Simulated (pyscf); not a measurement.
Thermochemistry of product channels of HO–Si(F)(F)–F + ammonia (NH₃) on the singlet surface, in kcal/mol, from CCSD(T)/def2-TZVPP + ΔMP2(QZVPP) energies (ideal gas, 1 atm, RRHO with modes under 100 cm⁻¹ raised to 100, one conformer, R ln 2 for chiral ones without a mode under 150 cm⁻¹). Single points on ωB97X-D3(BJ)/def2-SVP structures (PySCF, gas phase). Correlated levels are frozen-core, on RHF or UHF. ΔMP2 is the change of the MP2 total energy from the triple- to the quadruple-zeta basis.

```csv
products,ΔE,ΔH(298 K),ΔG(600 K),ΔG(1200 K)
water (H₂O) + H₂N–Si(F)(F)–F,+9.5,+9.1,+8.2,+6.9
H₂N–Si(OH)(F)–F + hydrogen fluoride (HF),___,+17.2,+17.5,___
```

Q: Fill in the missing entries.

A: 
- H₂N–Si(OH)(F)–F + hydrogen fluoride (HF), ΔE: +18.0
- H₂N–Si(OH)(F)–F + hydrogen fluoride (HF), ΔG(1200 K): +16.5

These are energies of the channels, which say nothing of barriers. The CCSD(T) − MP2 part came from Ansatz, without density fitting, on the same reference.
